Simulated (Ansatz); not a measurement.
# BH2F− (SMILES [BH2-]F): levels of theory compared

Aim: a comparison of 6 runs (U-r2SCAN0/STO-3G, U-revPBE/STO-3G, U-wB97X/STO-3G, UPBE0/STO-3G, USVWN5/STO-3G, RPA@PBE/STO-3G) of BH2F−. 

The calculation is run with Ansatz 0.2.0.

1 further run of the same task is left out (it didn't finish).

### 1 Starting point

The species is BH2F− (4 atoms), meant as a doublet with charge -1. SMILES: `[BH2-]F`. The H4–B1 distance was set to 3.104 Å, away from the relaxed value. At this shape a bond of the SMILES string is far longer than usual.

Bond lengths: B1–F2 1.499 Å, B1–H3 1.242 Å. Angles: F2–B1–H3 108.4°.

### 2 The energy at U-r2SCAN0/STO-3G (run 1)

Input file job.yaml:

```yaml
crystal:
  periodic: [false, false, false]
  atoms:
    - {symbol: B, position_ang: [-0.507981, 0.013991, 1.893193]}
    - {symbol: F, position_ang: [0.610269, -0.759259, 2.523773]}
    - {symbol: H, position_ang: [-1.561981, -0.624109, 2.047003]}
    - {symbol: H, position_ang: [0.194760, 0.498060, -1.091520]}
basis:
  gaussian: {orbitals: STO-3G}
hamiltonian: {xc: {name: r2SCAN0}}
magnetization: {spin_polarized: true, initial_magnetization: 1}
accuracy: high
total_charge: -1
```

Started as:

```bash
$ ansatz run job.yaml --threads 1 --pin off --max-ram 2610MiB --events-out events.jsonl --progress --plain --runs-dir runs
```

Standard output:

```text
Warning: RAYON_NUM_THREADS=1 ignored (pool sized by the plan → 1); use --threads N
Functional definition: r2SCAN0
  name "r2SCAN0"
  parameter a = 0.25
  parameter k0 = 0.174
  parameter k1 = 0.065
  parameter a1 = 4.9479
  exchange = (1 - a)*r2scan_x(k0 = k0, k1 = k1, a1 = a1) + a*exact_x
  correlation = r2scan_c
187 factors; integrals over basis functions are off by at most 3.1e-8 eV
mean field evaluation 1: about -3338.3181 eV, gradient 6.6e1 eV
mean field evaluation 2: about -3334.4203 eV, gradient 3.0e1 eV
mean field evaluation 4: about -3345.2201 eV, gradient 2.1e1 eV
mean field evaluation 8: about -3364.7170 eV, gradient 8.3e0 eV
mean field evaluation 16: about -3366.1528 eV, gradient 1.2e-3 eV
mean field evaluation 32: about -3364.1304 eV, gradient 4.9e0 eV
mean field -3366.15281301 eV, -123.7038342179 hartree, gradient 3.3e-8 eV, S^2 1.027269; 2 other end points of the search recorded, 0 dependent functions left out
reference -3366.15281365 eV, -123.7038342411 hartree; 9, 8 occupied and 3, 4 virtual orbitals, 187 factors
Total energy: -3366.15281365 eV, -123.7038342411 hartree
```

Wall time 3.9 s (1 thread of AMD EPYC 7R43 (Zen 3), shared host); peak memory 0.19 GiB.

### 3 A single-point energy at U-revPBE/STO-3G (run 2)

Input file in.yaml:

```yaml
basis:
  gaussian: {orbitals: STO-3G}
crystal:
  periodic: [false, false, false]
  atoms:
    - {symbol: B, position_ang: [-0.507981, 0.013991, 1.893193]}
    - {symbol: F, position_ang: [0.610269, -0.759259, 2.523773]}
    - {symbol: H, position_ang: [-1.561981, -0.624109, 2.047003]}
    - {symbol: H, position_ang: [0.194760, 0.498060, -1.091520]}
total_charge: -1
magnetization: {spin_polarized: true, initial_magnetization: 1}
hamiltonian: {xc: {name: revPBE}}
accuracy: high
```

Started as:

```bash
$ ansatz run in.yaml --threads 1 --pin off --max-ram 2610MiB --events-out events.jsonl --progress --plain --runs-dir runs
```

Standard output:

```text
Warning: RAYON_NUM_THREADS=1 ignored (pool sized by the plan → 1); use --threads N
Functional definition: revPBE
  name "revPBE"
  parameter kappa = 1.245
  parameter beta = 0.06672455060314922
  exchange = pbe_x(kappa = kappa, mu = beta*pi^2/3)
  correlation = pbe_c(beta = beta)
187 factors; integrals over basis functions are off by at most 3.1e-8 eV
mean field evaluation 1: about -3289.7378 eV, gradient 1.1e2 eV
mean field evaluation 2: about -3321.3369 eV, gradient 3.4e1 eV
mean field evaluation 4: about -3311.1703 eV, gradient 9.4e1 eV
mean field evaluation 8: about -3338.8204 eV, gradient 3.7e1 eV
mean field evaluation 16: about -3367.2334 eV, gradient 1.1e-3 eV
mean field -3367.23342759 eV, -123.7435460713 hartree, gradient 2.2e-8 eV, S^2 0.874658; 1 other end points of the search recorded, 0 dependent functions left out
reference -3367.23342969 eV, -123.7435461484 hartree; 9, 8 occupied and 3, 4 virtual orbitals, 187 factors
Total energy: -3367.23342969 eV, -123.7435461484 hartree
```

Run time: 1.6 s. Hardware: 1 thread of AMD EPYC 7R43 (Zen 3), shared host; peak memory 0.12 GiB.

Runs 3 to 4 aren't shown in full; the table further down has their settings and results.

### 4 A single-point energy at USVWN5/STO-3G (run 5)

Input file run.yaml:

```yaml
crystal:
  periodic: [false, false, false]
  atoms:
    - {symbol: B, position_ang: [-0.507981, 0.013991, 1.893193]}
    - {symbol: F, position_ang: [0.610269, -0.759259, 2.523773]}
    - {symbol: H, position_ang: [-1.561981, -0.624109, 2.047003]}
    - {symbol: H, position_ang: [0.194760, 0.498060, -1.091520]}
basis:
  gaussian: {orbitals: STO-3G}
total_charge: -1
magnetization: {spin_polarized: true, initial_magnetization: 1}
hamiltonian: {xc: {name: SVWN5}}
accuracy: high
```

Started as:

```bash
$ ansatz run run.yaml --threads 1 --pin off --max-ram 2610MiB --events-out events.jsonl --progress --plain --runs-dir runs
```

Standard output:

```text
Warning: RAYON_NUM_THREADS=1 ignored (pool sized by the plan → 1); use --threads N
Functional definition: SVWN5
  name "SVWN5"
  exchange = slater_x
  correlation = vwn5_c
187 factors; integrals over basis functions are off by at most 3.1e-8 eV
mean field evaluation 1: about -3260.7681 eV, gradient 1.1e2 eV
mean field evaluation 2: about -3293.6151 eV, gradient 3.2e1 eV
mean field evaluation 4: about -3272.2213 eV, gradient 1.0e2 eV
mean field evaluation 8: about -3310.7278 eV, gradient 3.7e1 eV
mean field evaluation 16: about -3340.9299 eV, gradient 7.7e-3 eV
mean field -3340.92991205 eV, -122.7769097044 hartree, gradient 6.6e-8 eV, S^2 0.841594; 1 other end points of the search recorded, 0 dependent functions left out
reference -3340.92991365 eV, -122.7769097629 hartree; 9, 8 occupied and 3, 4 virtual orbitals, 187 factors
Total energy: -3340.92991365 eV, -122.7769097629 hartree
```

Wall time 0.83 s (1 thread of AMD EPYC 7R43 (Zen 3), shared host); peak memory 0.11 GiB.

### 5 A single-point energy at RPA@PBE/STO-3G (run 6)

Input file input.yaml:

```yaml
crystal:
  periodic: [false, false, false]
  atoms:
    - symbol: B
      position_ang: [-0.507981, 0.013991, 1.893193]
    - symbol: F
      position_ang: [0.610269, -0.759259, 2.523773]
    - symbol: H
      position_ang: [-1.561981, -0.624109, 2.047003]
    - symbol: H
      position_ang: [0.194760, 0.498060, -1.091520]
basis:
  gaussian: {orbitals: STO-3G}
total_charge: -1
magnetization: {spin_polarized: true, initial_magnetization: 1}
hamiltonian: {xc: pbe}
correlation: {method: rpa, frozen_orbitals: {B: 1, F: 1, H: 0}}
accuracy: high
```

Started as:

```bash
$ ansatz run input.yaml --threads 1 --pin off --max-ram 2610MiB --events-out events.jsonl --progress --plain --runs-dir runs
```

Standard output, cut to the lines that bear on the results:

```text
Warning: RAYON_NUM_THREADS=1 ignored (pool sized by the plan → 1); use --threads N
Functional definition: PBE
  name "PBE"
[...]
187 factors; integrals over basis functions are off by at most 3.1e-8 eV
[...]
mean field -3363.95741050 eV, -123.6231546636 hartree, gradient 3.3e-8 eV, S^2 0.879388; 2 other end points of the search recorded, 0 dependent functions left out
2 core orbitals not correlated: weight in the atoms' cores, before any rotation towards them, 1.000 or more for the frozen orbitals, at most 0.000 for the correlated occupied ones
reference -3350.06415612 eV, -123.1125869824 hartree; 7, 6 occupied and 3, 4 virtual orbitals, 187 factors
Total energy: -3355.52219101 eV, -123.3131660650 hartree
```

Wall time 2.4 s (1 thread of AMD EPYC 7R43 (Zen 3), shared host); peak memory 0.12 GiB.

### 6 Overview of the runs

```
run             level  frozen core orbitals  energy (Eh)   ⟨S²⟩  wall time
  1  U-r2SCAN0/STO-3G                     –  -123.703834  1.027      3.9 s
  2   U-revPBE/STO-3G                     –  -123.743546  0.875      1.6 s
  3    U-wB97X/STO-3G                     –  -123.721718  0.918      4.8 s
  4      UPBE0/STO-3G                     –  -123.633427  0.957     0.97 s
  5     USVWN5/STO-3G                     –  -122.776910  0.842     0.83 s
  6    RPA@PBE/STO-3G                     2  -123.313166  0.879      2.4 s
```

### 7 Results

| quantity | value |
| --- | --- |
| run 6: total energy | -123.31317 Eh |
| run 6: RPA correlation energy (valence) | -200.6 mEh |
| run 6: ⟨S²⟩ of the reference determinant | 0.879 |

Totals of different functionals can't be ranked against each other. In runs 1, 2, 3, 4, 5, 6 the basis is minimal, so the values are rough. Spin contamination of the reference: run 1 ⟨S²⟩ = 1.03, run 4 ⟨S²⟩ = 0.96, run 3 ⟨S²⟩ = 0.92, run 6 ⟨S²⟩ = 0.88, run 2 ⟨S²⟩ = 0.87. All runs together took 15 s, the longest 4.8 s.
